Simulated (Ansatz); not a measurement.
Input for Ansatz (development build ahead of 0.2.0):

```yaml
crystal:
  periodic: [false, false, false]
  atoms:
    - { symbol: C, position_ang: [0.0, 0.0, -0.5117] }
    - { symbol: "N", position_ang: [0.0, 0.0, 0.6645] }
    - { symbol: H, position_ang: [0.0, 0.0, -3.0773] }
basis:
  gaussian: { orbitals: pcseg-2 }
magnetization:
  spin_polarized: true
hamiltonian:
  xc: pbe0
```

The input is written out in the form of the current development build from the run's settings.

The run gave:

```
Converged                       : yes
Total energy                    : -93.14366 hartree
Spin squared of the determinant : 0.811
Stability test                  : minimum
```

Caution: charge can spread falsely over distant fragments; the unrestricted determinant is a mixture of spin states.
